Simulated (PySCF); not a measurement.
Gas-phase reaction: C2H5OH ⇌ HCHO (formaldehyde) + CH4

Method: PySCF energies plus ideal-gas RRHO corrections (1 bar). 'Table' is the NASA 1993 thermochemical table (part measured, part estimated). S°(298 K) at PBE0/def2-TZVP differs from the NASA 1993 table for C2H5OH (-11 J/mol/K); whether the harmonic model or the table's entry is off was not settled. † marks an energy on the PBE0/def2-TZVP geometry and frequencies; other levels use their own. MP2 and CCSD(T) freeze the core. 6-31G* has spherical d functions here. All species are closed-shell singlets. B3LYP is the form with VWN-RPA correlation. No R ln 2 is added for the mirror-image form of C2H5OH. MP2 isn't extrapolated to the basis-set limit; its ΔH°(298 K) is 39.6 kJ in def2-SVP and 52.1 kJ in def2-TZVPP. CCSD(T) isn't extrapolated to the basis-set limit; its ΔH°(298 K) is 33.9 kJ in def2-SVP and 46.8 kJ in def2-TZVPP. The harmonic model lacks anharmonicity and excited electronic states, which grow with temperature; levels with a mode under 35 cm⁻¹ are left out. Internal rotation in C2H5OH is treated as a harmonic vibration of one conformer, which makes the entropy rough.

```tsv
level	ΔH°(298 K), kJ	minus table	ΔG°(600 K), kJ
table	51.8	-	-23.0
B3LYP/def2-TZVP†	29.7	-22.1	-51.4
CCSD(T)/def2-TZVPP†	46.8	-5.0	-34.3
HF/6-31G*	19.3	-32.5	-63.0
HF/def2-TZVP†	24.4	-27.4	-56.8
M06-2X/def2-TZVP†	56.2	4.4	-25.0
MP2/def2-TZVPP†	52.1	0.3	-29.0
PBE/def2-SVP	48.2	-3.6	-33.5
PBE/def2-TZVP†	44.0	-7.8	-37.2
PBE0/def2-QZVP†	60.7	8.9	-20.4
PBE0/def2-TZVP	57.4	5.6	-23.8
r2SCAN/def2-TZVP†	50.5	-1.3	-30.7
```
